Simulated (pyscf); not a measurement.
## Hydrogen abstraction: H₃C–SiH₃ + Cl• → •H₂C–SiH₃ + HCl

Gas phase, doublet surface, charge 0. Bonds broken: C1–H3. Bonds formed: H3–Cl9. Optimised with ωB97X-D3(BJ)/def2-SVP in PySCF.

Transition state (Å):

```xyz
9

C     -0.3062     0.4212    -0.4823
Si    -0.4618    -0.7312     0.9954
H      0.1561     1.5620     0.1771
H     -1.2186     0.8132    -0.9522
H      0.5067     0.2588    -1.2031
H      0.8727    -0.8979     1.6304
H     -0.9564    -2.0608     0.5268
H     -1.4335    -0.1579     1.9646
Cl     0.6294     2.6668     0.9940
```

One imaginary mode, 1130i cm⁻¹; descent along it reached the two sides named.

```json
[
 {"bond": "C1–H3", "change": "breaks", "reactant side (Å)": "1.104", "saddle": "1.396", "product side": "2.169"},
 {"bond": "H3–Cl9", "change": "forms", "reactant side (Å)": "2.479", "saddle": "1.453", "product side": "1.294"}
]
```

Electronic energies relative to the separated reactants (kJ/mol):

```json
[
 {"level": "ωB97X-D3(BJ)/def2-TZVP", "barrier": "13.6", "reaction energy": "+11.2", "reverse barrier": "2.4"},
 {"level": "PBE/def2-TZVP", "barrier": "-16.7", "reaction energy": "-1.1", "reverse barrier": "-15.6"},
 {"level": "r²SCAN/def2-TZVP", "barrier": "-13.4", "reaction energy": "-7.7", "reverse barrier": "-5.7"},
 {"level": "B3LYP-D3(BJ)/def2-TZVP", "barrier": "2.2", "reaction energy": "+9.2", "reverse barrier": "-7.1"},
 {"level": "PBE0-D3(BJ)/def2-TZVP", "barrier": "-2.7", "reaction energy": "+4.3", "reverse barrier": "-6.9"},
 {"level": "M06-2X/def2-TZVP", "barrier": "15.9", "reaction energy": "+10.7", "reverse barrier": "5.2"},
 {"level": "ωB97M-D3(BJ)/def2-TZVP", "barrier": "18.2", "reaction energy": "+9.5", "reverse barrier": "8.7"},
 {"level": "HF/def2-TZVP", "barrier": "84.9", "reaction energy": "+21.0", "reverse barrier": "63.8"}
]
```

With ωB97M-D3(BJ)/def2-TZVP energies and thermal terms (ideal gas, 1 atm, RRHO with modes under 100 cm⁻¹ raised to 100, one conformer, R ln 2 for chiral ones without a mode under 150 cm⁻¹), in kJ/mol:

```
T (K)   ΔH‡    ΔG‡    ΔH     ΔG
-----  ----  -----  ----  -----
298    -2.5   24.5  -5.9  -20.0
600    -0.6   51.2  -4.0  -35.2
900     1.1   76.7  -4.1  -50.8
1200    2.2  101.8  -5.2  -66.3
```

At PBE, r²SCAN, PBE0-D3(BJ) this geometry lies under the reactants; that is no barrier but a single point on another level's saddle; such a level's own saddle, if it has one, lies nearer that side and is low. At PBE, r²SCAN, B3LYP-D3(BJ), PBE0-D3(BJ) this geometry lies under the product side: in single points on another level's saddle the reverse barrier vanishes, and the forward threshold there is about the reaction energy. •H₂C–SiH₃ lies 44.3 kJ/mol over its isomer H₃C–SiH₂• (electronic energy, ωB97M-D3(BJ)/def2-TZVP). This is the saddle that the search found; another between the same sides may lie lower. The angle at the transferred H is 174°. Left out: orbital degeneracy and the spin-orbit lowering of Cl.
